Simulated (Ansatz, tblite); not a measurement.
# The cluster FeI₂: one state, many levels

Aim: run the singlet of the cluster FeI₂ at one geometry on many levels, and compare frontier levels, spin and run time.

Program: Ansatz 0.2.0, Gaussian basis. Level of theory: as each input shows. These are calculated values, not measurements.

The runs, in order: GFN1-xTB, GFN2-xTB, PBE-D4/def2-TZVP, r2SCAN-D4/def2-TZVP, r2SCANh-D4/def2-TZVP, LDA/def2-TZVP, B2PLYP/def2-TZVP, BHLYP-D4/def2-TZVP, B97M-V/def2-TZVP, PBE+5HF/def2-TZVP, PBE+10HF/def2-TZVP, PBE+15HF/def2-TZVP, PBE+35HF/def2-TZVP, PBE+50HF/def2-TZVP, PBE-D4/def2-SVP, PBE0-D4/def2-SVP, PBE0-D4/def2-TZVPD, PBE-D4/def2-TZVPD, r2SCAN-D4/def2-TZVPD, CCSD(T)/def2-TZVPP, MP2/def2-TZVP.

5 further runs of the same task are left out: 4 that didn't finish, 1 set aside as unsound or not needed. Runs told in other sessions of the task aren't counted.

## 1. The relaxed structure

The geometry is that of the singlet, from an earlier relaxation (PBE-D4/def2-TZVP). At that level it is the lowest of the isomers that a small search found.

3 atoms, charge 0, spin multiplicity 1.

Bond lengths: Fe1–I2 2.386 Å, Fe1–I3 2.386 Å. Angles: I2–Fe1–I3 179.5°.

I takes a core potential in the def2 sets. No spin-orbit coupling is included.

PBE0-D4/def2-TZVP was run before; its log isn't repeated, and its numbers join the tables.

## 2. GFN1-xTB

Tight binding, by tblite at 300 K electronic temperature and without a spin-polarisation term:

```python
tblite.interface.Calculator('GFN1-xTB', numbers, positions, charge=0, uhf=0).singlepoint()
```

Energy -296.9879 eV, HOMO -10.51 eV, LUMO -4.52 eV; 0.015 s.

## 3. GFN2-xTB

Tight binding, by tblite at 300 K electronic temperature and without a spin-polarisation term:

```python
tblite.interface.Calculator('GFN2-xTB', numbers, positions, charge=0, uhf=0).singlepoint()
```

Energy -294.7791 eV, HOMO -10.16 eV, LUMO -9.72 eV; 0.009 s.

## 4. PBE-D4/def2-TZVP

start.molden holds the orbitals of an earlier run on this state, given as this run's starting guess.

in.yaml reads:

```yaml
crystal:
  periodic: [false, false, false]
  atoms:
    - {symbol: Fe, position_ang: [-0.002590, 0.001480, 0.006890]}
    - {symbol: I, position_ang: [-2.231330, -0.331950, -0.776790]}
    - {symbol: I, position_ang: [2.233920, 0.330470, 0.769900]}
basis:
  gaussian: {orbitals: def2-TZVP, initial_orbitals: start.molden}
hamiltonian: {xc: pbe, dispersion: d4}
scf: {omitted_lower_state_checks: [starts]}
output: {forces: true, orbitals: {seedname: orbitals}}
```

The run is started by

```console
> ansatz run in.yaml --threads 4 --pin off --events-out ev --progress --plain --max-ram 3916MiB
```

The runs that follow: r2SCAN-D4/def2-TZVP; r2SCANh-D4/def2-TZVP; LDA/def2-TZVP; B2PLYP/def2-TZVP; BHLYP-D4/def2-TZVP; B97M-V/def2-TZVP; PBE+5HF/def2-TZVP; PBE+10HF/def2-TZVP; PBE+15HF/def2-TZVP; PBE+35HF/def2-TZVP; PBE+50HF/def2-TZVP; PBE-D4/def2-SVP; PBE0-D4/def2-SVP; PBE0-D4/def2-TZVPD; PBE-D4/def2-TZVPD; r2SCAN-D4/def2-TZVPD; CCSD(T)/def2-TZVPP; MP2/def2-TZVP.

Before running them: what should the planned runs give, taken together? Wanted: gap in def2-TZVP, named functionals, smallest and largest; gap over the share of exact exchange; correlation energy, CCSD(T)/def2-TZVPP; correlation energy, MP2/def2-TZVP; binding an atom, functionals in def2-TZVP; PBE0 total energy, smallest basis above largest.

The runs gave:

| quantity | value |
| --- | --- |
| gap in def2-TZVP, named functionals, smallest and largest | 0.95 eV (r2SCAN-D4), 6.54 eV (BHLYP-D4) |
| gap over the share of exact exchange | 0.80 eV at 0.05, 6.56 eV at 0.5 |
| correlation energy, CCSD(T)/def2-TZVPP | -42.15 eV |
| correlation energy, MP2/def2-TZVP | -38.97 eV |
| binding an atom, functionals in def2-TZVP | 0.65 (BHLYP-D4) to 1.75 eV (LDA) |
| PBE0 total energy, smallest basis above largest | 5.41 eV (def2-SVP, def2-TZVPD) |

**Reading.** Orbital gaps of the named functionals in def2-TZVP span 0.95 eV (r2SCAN-D4) to 6.54 eV (BHLYP-D4); exact exchange widens it. Raising the share of exact exchange from 0.05 to 0.5 moves the HOMO by -3.29 eV and the LUMO by +2.47 eV. LDA, PBE-D4 leave an empty level below a filled one, so this occupation isn't an aufbau state there; left out of the range. Notes on CCSD(T)/def2-TZVPP and its Hartree-Fock reference, which MP2 shares: large T1 diagnostic, restricted state is unstable towards broken spin symmetry.
